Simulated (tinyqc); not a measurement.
Inside a calculation. Method: UHF in the sto-3g basis, for NH3+, spin multiplicity 2. This run ends on a higher stationary point, not on the lowest solution. One step of it, computed by the program tinyqc.

Task: Iteration 2: diagonalisation and new density. A level shift of 0.2 hartree raises the virtual space: F + shift (S - S D(s) S), with D(s) the density of one spin. Diagonalise F' = X^T F X, C = X C', fill 5 alpha and 4 beta electrons from the bottom; D(s) = C_occ C_occ^T. Each column has its largest component positive (the first on a tie).

F(alpha) (hartree), order 1N 1s, 1N 2s, 1N 2px, 1N 2py, 1N 2pz, 2H 1s, 3H 1s, 4H 1s:
$$\begin{pmatrix}
-14.469784 & -3.744352 & 0.001012 & 0.000000 & 0.002699 & -0.479645 & -0.480219 & -0.480219 \\
-3.744352 & -1.773092 & 0.006473 & 0.000000 & 0.041541 & -0.509152 & -0.503980 & -0.503980 \\
0.001012 & 0.006473 & -0.304392 & 0.000000 & -0.000199 & -0.308569 & 0.154059 & 0.154059 \\
0.000000 & 0.000000 & 0.000000 & -0.220003 & 0.000000 & 0.000000 & -0.264323 & 0.264323 \\
0.002699 & 0.041541 & -0.000199 & 0.000000 & -0.110902 & 0.042747 & 0.042266 & 0.042266 \\
-0.479645 & -0.509152 & -0.308569 & 0.000000 & 0.042747 & -0.362065 & -0.108856 & -0.108856 \\
-0.480219 & -0.503980 & 0.154059 & -0.264323 & 0.042266 & -0.108856 & -0.340651 & -0.105669 \\
-0.480219 & -0.503980 & 0.154059 & 0.264323 & 0.042266 & -0.108856 & -0.105669 & -0.340651
\end{pmatrix}$$

F(beta) (hartree), order 1N 1s, 1N 2s, 1N 2px, 1N 2py, 1N 2pz, 2H 1s, 3H 1s, 4H 1s:
$$\begin{pmatrix}
-14.446714 & -3.709472 & 0.000281 & 0.000000 & 0.002767 & -0.471938 & -0.474325 & -0.474325 \\
-3.709472 & -1.613029 & -0.007360 & 0.000000 & 0.042418 & -0.460573 & -0.469833 & -0.469833 \\
0.000281 & -0.007360 & 0.469963 & 0.000000 & 0.000839 & -0.164042 & 0.078767 & 0.078767 \\
0.000000 & 0.000000 & 0.000000 & -0.177958 & 0.000000 & 0.000000 & -0.259073 & 0.259073 \\
0.002767 & 0.042418 & 0.000839 & 0.000000 & -0.067715 & 0.041821 & 0.041595 & 0.041595 \\
-0.471938 & -0.460573 & -0.164042 & 0.000000 & 0.041821 & -0.311410 & -0.112357 & -0.112357 \\
-0.474325 & -0.469833 & 0.078767 & -0.259073 & 0.041595 & -0.112357 & -0.323379 & -0.091771 \\
-0.474325 & -0.469833 & 0.078767 & 0.259073 & 0.041595 & -0.112357 & -0.091771 & -0.323379
\end{pmatrix}$$

X, order 1N 1s, 1N 2s, 1N 2px, 1N 2py, 1N 2pz, 2H 1s, 3H 1s, 4H 1s:
$$\begin{pmatrix}
1.023714 & -0.138250 & 0.000004 & 0.000000 & 0.001867 & 0.017560 & 0.017571 & 0.017571 \\
-0.138250 & 1.167874 & -0.000050 & 0.000000 & -0.016626 & -0.186767 & -0.186940 & -0.186940 \\
0.000004 & -0.000050 & 1.073352 & 0.000000 & 0.000007 & -0.194943 & 0.097499 & 0.097499 \\
0.000000 & 0.000000 & 0.000000 & 1.073457 & 0.000000 & 0.000000 & -0.168973 & 0.168973 \\
0.001867 & -0.016626 & 0.000007 & 0.000000 & 1.001890 & 0.021310 & 0.021334 & 0.021334 \\
0.017560 & -0.186767 & -0.194943 & 0.000000 & 0.021310 & 1.098870 & -0.021414 & -0.021414 \\
0.017571 & -0.186940 & 0.097499 & -0.168973 & 0.021334 & -0.021414 & 1.099011 & -0.021421 \\
0.017571 & -0.186940 & 0.097499 & 0.168973 & 0.021334 & -0.021414 & -0.021421 & 1.099011
\end{pmatrix}$$

D(alpha) after iteration 1, order 1N 1s, 1N 2s, 1N 2px, 1N 2py, 1N 2pz, 2H 1s, 3H 1s, 4H 1s:
$$\begin{pmatrix}
1.063562 & -0.277542 & 0.000285 & 0.000000 & 0.003604 & 0.019208 & 0.020464 & 0.020464 \\
-0.277542 & 1.208976 & -0.001336 & 0.000000 & -0.019849 & -0.079641 & -0.085619 & -0.085619 \\
0.000285 & -0.001336 & 1.105689 & 0.000000 & 0.000041 & -0.129544 & 0.064767 & 0.064767 \\
0.000000 & 0.000000 & 0.000000 & 1.068592 & 0.000000 & 0.000000 & -0.067710 & 0.067710 \\
0.003604 & -0.019849 & 0.000041 & 0.000000 & 1.002530 & 0.012788 & 0.012980 & 0.012980 \\
0.019208 & -0.079641 & -0.129544 & 0.000000 & 0.012788 & 0.020577 & -0.001809 & -0.001809 \\
0.020464 & -0.085619 & 0.064767 & -0.067710 & 0.012980 & -0.001809 & 0.014271 & 0.005690 \\
0.020464 & -0.085619 & 0.064767 & 0.067710 & 0.012980 & -0.001809 & 0.005690 & 0.014271
\end{pmatrix}$$

D(beta) after iteration 1, order 1N 1s, 1N 2s, 1N 2px, 1N 2py, 1N 2pz, 2H 1s, 3H 1s, 4H 1s:
$$\begin{pmatrix}
1.063409 & -0.276545 & -0.003425 & 0.000000 & 0.003512 & 0.020503 & 0.018759 & 0.018759 \\
-0.276545 & 1.202630 & 0.015411 & 0.000000 & -0.019282 & -0.084981 & -0.077098 & -0.077098 \\
-0.003425 & 0.015411 & 0.000199 & 0.000000 & -0.001520 & -0.001104 & -0.001002 & -0.001002 \\
0.000000 & 0.000000 & 0.000000 & 1.064619 & 0.000000 & 0.000000 & -0.063342 & 0.063342 \\
0.003512 & -0.019282 & -0.001520 & 0.000000 & 1.002480 & 0.013024 & 0.012408 & 0.012408 \\
0.020503 & -0.084981 & -0.001104 & 0.000000 & 0.013024 & 0.006142 & 0.005579 & 0.005579 \\
0.018759 & -0.077098 & -0.001002 & -0.063342 & 0.012408 & 0.005579 & 0.008837 & 0.001300 \\
0.018759 & -0.077098 & -0.001002 & 0.063342 & 0.012408 & 0.005579 & 0.001300 & 0.008837
\end{pmatrix}$$

overlap S, order 1N 1s, 1N 2s, 1N 2px, 1N 2py, 1N 2pz, 2H 1s, 3H 1s, 4H 1s:
$$\begin{pmatrix}
1.000000 & 0.235038 & 0.000000 & 0.000000 & 0.000000 & 0.029369 & 0.029400 & 0.029400 \\
0.235038 & 1.000000 & 0.000000 & 0.000000 & 0.000000 & 0.330116 & 0.330338 & 0.330338 \\
0.000000 & 0.000000 & 1.000000 & 0.000000 & 0.000000 & 0.325929 & -0.162981 & -0.162981 \\
0.000000 & 0.000000 & 0.000000 & 1.000000 & 0.000000 & 0.000000 & 0.282451 & -0.282451 \\
0.000000 & 0.000000 & 0.000000 & 0.000000 & 1.000000 & -0.038448 & -0.038482 & -0.038482 \\
0.029369 & 0.330116 & 0.325929 & 0.000000 & -0.038448 & 1.000000 & 0.078534 & 0.078534 \\
0.029400 & 0.330338 & -0.162981 & 0.282451 & -0.038482 & 0.078534 & 1.000000 & 0.078523 \\
0.029400 & 0.330338 & -0.162981 & -0.282451 & -0.038482 & 0.078534 & 0.078523 & 1.000000
\end{pmatrix}$$

Give: F' = X^T F X; orbital energies; coefficients C; F' = X^T F X; orbital energies; coefficients C; D(alpha) after iteration 2; D(beta) after iteration 2.

Result:

F' = X^T F X (alpha) (hartree):
$$\begin{pmatrix}
-14.183 & -2.000 & 0.000 & 0.000 & 0.005 & -0.030 & -0.030 & -0.030 \\
-2.000 & -0.952 & 0.008 & 0.000 & 0.016 & -0.266 & -0.261 & -0.261 \\
0.000 & 0.008 & -0.170 & 0.000 & 0.000 & -0.284 & 0.142 & 0.142 \\
0.000 & 0.000 & 0.000 & -0.072 & 0.000 & 0.000 & -0.267 & 0.267 \\
0.005 & 0.016 & 0.000 & 0.000 & -0.107 & 0.034 & 0.034 & 0.034 \\
-0.030 & -0.266 & -0.284 & 0.000 & 0.034 & 0.036 & -0.032 & -0.032 \\
-0.030 & -0.261 & 0.142 & -0.267 & 0.034 & -0.032 & 0.059 & -0.030 \\
-0.030 & -0.261 & 0.142 & 0.267 & 0.034 & -0.032 & -0.030 & 0.059
\end{pmatrix}$$

orbital energies (alpha) (hartree): MO1 -14.480, MO2 -0.882, MO3 -0.416, MO4 -0.377, MO5 -0.111, MO6 0.221, MO7 0.322, MO8 0.394

coefficients C (alpha), order 1N 1s, 1N 2s, 1N 2px, 1N 2py, 1N 2pz, 2H 1s, 3H 1s, 4H 1s:
$$\begin{pmatrix}
0.993 & -0.245 & 0.002 & 0.000 & -0.031 & -0.147 & -0.005 & 0.000 \\
0.032 & 0.899 & -0.009 & 0.000 & 0.142 & 0.810 & 0.031 & 0.000 \\
0.000 & -0.009 & 0.738 & 0.000 & 0.003 & 0.049 & -0.813 & 0.000 \\
0.000 & 0.000 & 0.000 & 0.684 & 0.000 & 0.000 & 0.000 & 0.861 \\
-0.001 & -0.050 & -0.001 & 0.000 & 0.986 & -0.177 & -0.007 & 0.000 \\
-0.005 & 0.117 & 0.377 & 0.000 & -0.059 & -0.663 & 0.827 & 0.000 \\
-0.005 & 0.105 & -0.176 & 0.367 & -0.059 & -0.607 & -0.461 & -0.722 \\
-0.005 & 0.105 & -0.176 & -0.367 & -0.059 & -0.607 & -0.461 & 0.722
\end{pmatrix}$$

F' = X^T F X (beta) (hartree):
$$\begin{pmatrix}
-14.166 & -1.986 & 0.001 & 0.000 & 0.005 & -0.031 & -0.031 & -0.031 \\
-1.986 & -0.790 & -0.013 & 0.000 & 0.017 & -0.241 & -0.257 & -0.257 \\
0.001 & -0.013 & 0.832 & 0.000 & 0.001 & -0.260 & 0.129 & 0.129 \\
0.000 & 0.000 & 0.000 & -0.027 & 0.000 & 0.000 & -0.269 & 0.269 \\
0.005 & 0.017 & 0.001 & 0.000 & -0.064 & 0.033 & 0.034 & 0.034 \\
-0.031 & -0.241 & -0.260 & 0.000 & 0.033 & 0.050 & -0.032 & -0.032 \\
-0.031 & -0.257 & 0.129 & -0.269 & 0.034 & -0.032 & 0.063 & -0.029 \\
-0.031 & -0.257 & 0.129 & 0.269 & 0.034 & -0.032 & -0.029 & 0.063
\end{pmatrix}$$

orbital energies (beta) (hartree): MO1 -14.455, MO2 -0.747, MO3 -0.353, MO4 -0.067, MO5 -0.031, MO6 0.246, MO7 0.418, MO8 0.949

coefficients C (beta), order 1N 1s, 1N 2s, 1N 2px, 1N 2py, 1N 2pz, 2H 1s, 3H 1s, 4H 1s:
$$\begin{pmatrix}
0.993 & -0.235 & 0.000 & -0.035 & 0.003 & -0.158 & 0.000 & 0.004 \\
0.029 & 0.857 & 0.000 & 0.157 & -0.019 & 0.853 & 0.000 & -0.019 \\
0.000 & 0.008 & 0.000 & -0.006 & 0.147 & 0.021 & 0.000 & 1.090 \\
0.000 & 0.000 & 0.660 & 0.000 & 0.000 & 0.000 & 0.880 & 0.000 \\
-0.001 & -0.059 & 0.000 & 0.984 & 0.050 & -0.178 & 0.000 & 0.002 \\
-0.005 & 0.132 & 0.000 & -0.093 & 0.809 & -0.599 & 0.000 & -0.491 \\
-0.005 & 0.144 & 0.387 & -0.039 & -0.375 & -0.630 & -0.712 & 0.257 \\
-0.005 & 0.144 & -0.387 & -0.039 & -0.375 & -0.630 & 0.712 & 0.257
\end{pmatrix}$$

D(alpha) after iteration 2, order 1N 1s, 1N 2s, 1N 2px, 1N 2py, 1N 2pz, 2H 1s, 3H 1s, 4H 1s:
$$\begin{pmatrix}
1.046 & -0.193 & 0.003 & 0.000 & -0.019 & -0.031 & -0.029 & -0.029 \\
-0.193 & 0.830 & -0.014 & 0.000 & 0.095 & 0.093 & 0.088 & 0.088 \\
0.003 & -0.014 & 0.545 & 0.000 & 0.003 & 0.277 & -0.131 & -0.131 \\
0.000 & 0.000 & 0.000 & 0.468 & 0.000 & 0.000 & 0.251 & -0.251 \\
-0.019 & 0.095 & 0.003 & 0.000 & 0.974 & -0.064 & -0.063 & -0.063 \\
-0.031 & 0.093 & 0.277 & 0.000 & -0.064 & 0.159 & -0.051 & -0.051 \\
-0.029 & 0.088 & -0.131 & 0.251 & -0.063 & -0.051 & 0.180 & -0.089 \\
-0.029 & 0.088 & -0.131 & -0.251 & -0.063 & -0.051 & -0.089 & 0.180
\end{pmatrix}$$

D(beta) after iteration 2, order 1N 1s, 1N 2s, 1N 2px, 1N 2py, 1N 2pz, 2H 1s, 3H 1s, 4H 1s:
$$\begin{pmatrix}
1.043 & -0.178 & -0.002 & 0.000 & -0.021 & -0.033 & -0.037 & -0.037 \\
-0.178 & 0.760 & 0.006 & 0.000 & 0.104 & 0.099 & 0.117 & 0.117 \\
-0.002 & 0.006 & 0.000 & 0.000 & -0.006 & 0.002 & 0.001 & 0.001 \\
0.000 & 0.000 & 0.000 & 0.435 & 0.000 & 0.000 & 0.255 & -0.255 \\
-0.021 & 0.104 & -0.006 & 0.000 & 0.971 & -0.099 & -0.047 & -0.047 \\
-0.033 & 0.099 & 0.002 & 0.000 & -0.099 & 0.026 & 0.023 & 0.023 \\
-0.037 & 0.117 & 0.001 & 0.255 & -0.047 & 0.023 & 0.172 & -0.128 \\
-0.037 & 0.117 & 0.001 & -0.255 & -0.047 & 0.023 & -0.128 & 0.172
\end{pmatrix}$$
